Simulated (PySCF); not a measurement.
Relaxation of doublet H2SN

Level of theory: UPBE0/[S def2-TZVP, N def2-TZVP, H def2-TZVP], no relativity, density fitting, PySCF. A (50,194) grid was used.

A start displaced from a saddle point along its imaginary mode, of Cs symmetry, held to at least that symmetry:

```xyz
4
charge 0 multiplicity 2, angstrom
S    -0.4113    0.0000    0.0117
N     1.1200    0.0000   -0.0095
H    -1.2574    1.0592   -0.1200
H    -1.2574   -1.0592   -0.1200
```

What forces act on the atoms at the start (eV/Å)?


| atom | Fx | Fy | Fz |
| --- | --- | --- | --- |
| S1 | -0.09 | 0.00 | 1.13 |
| N2 | -0.09 | 0.00 | -0.41 |
| H3 | 0.09 | -0.08 | -0.36 |
| H4 | 0.09 | 0.08 | -0.36 |

What does it relax to?

It ends at Cs with S–H 1.381 Å (×2), S–N 1.539 Å; H–S–H 91.7°, H–S–N 114.4° (×2) (after a last refinement on a finer grid). A frequency run shows a minimum. Other isomers or separated fragments may lie lower.

How much energy is released, and in how many steps?

58.3 kJ/mol in 6 steps.
